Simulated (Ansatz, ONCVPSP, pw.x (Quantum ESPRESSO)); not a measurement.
# tungsten (fcc): variants of one ONCV potential in the solid

tungsten (W), optimised norm-conserving Vanderbilt (ONCV), made with ONCVPSP 4.0.1.1 (patched build) (LDA (Perdew-Wang 92), scalar-relativistic). Core [Kr] 4d10 4f14, reference 5s2 5p6 5d4 6s2. Waves: 5s+6s: rc 1.95 bohr, ncon 4, nbas 8, qcut 6.4 1/bohr, 2 projectors; 5p: rc 1.50 bohr, ncon 4, nbas 9, qcut 7.7 1/bohr, 1 projector; 5d: rc 1.85 bohr, ncon 5, nbas 9, qcut 5.4 1/bohr, 1 projector. Local part: polynomial inside 1.00 bohr (lpopt 4, dvloc0 0 Ha). Core correction: Teter function, fcfact 4.25, rcfact 1.05.

Crystal test: fcc W in pw.x 7.5, no spin, 14³ k-points, Fermi–Dirac smearing 0.01 Ry, cutoffs set for each file from its atomic test. The reference is all-electron LAPW (Ansatz 0.2.0) with the same functional, mesh and smearing; V0 and B0 come from Birch–Murnaghan fits to the pressures at five volumes. Errors are pseudo minus all-electron; Δ is the rms difference of the E(V) curves that follow from these fits, minima aligned, over ±6 % about the mean V0. Mesh and smearing are coarse, so the numbers serve the comparison and aren't converged zero-temperature values; the lattice is a test structure that the element need not adopt.

All-electron: a0 = 3.975 Å (V0 = 15.70 Å³/atom), B0 = 309.7 GPa.

Base: This is a poor potential for the solid.

1 further variants are left out: they gave no file fit for a test, a broken result, the same result as the base, or pressures whose basis-set error rivals the error shown.

| change | cutoffs (Ry) | pw.x | a0 (Å) | a0 error (%) | B0 error (%) | Δ (meV/atom) | mean pressure error (GPa) |
| --- | --- | --- | --- | --- | --- | --- | --- |
| base | 65/260 | converged | 3.944 | -0.78 | +2.2 | 24.8 | -7.13 |
| local potential polynomial inside 0.90 bohr (lpopt 4, dvloc0 0 Ha) | 65/260 | converged | 3.940 | -0.88 | +2.8 | 28.3 | -8.12 |
| local potential polynomial inside 1.24 bohr (lpopt 4, dvloc0 0 Ha) | 65/260 | converged | 3.950 | -0.63 | +1.5 | 20.2 | -5.83 |
| local potential polynomial inside 1.46 bohr (lpopt 4, dvloc0 0 Ha) | 65/260 | converged | 3.958 | -0.43 | +0.2 | 13.8 | -3.99 |

Give the row for: local potential polynomial inside 1.08 bohr (lpopt 4, dvloc0 0 Ha).

pw.x: converged; mean pressure error (GPa): -6.67; a0 (Å): 3.946; a0 error (%): -0.73; B0 error (%): +1.9; Δ (meV/atom): 23.2.
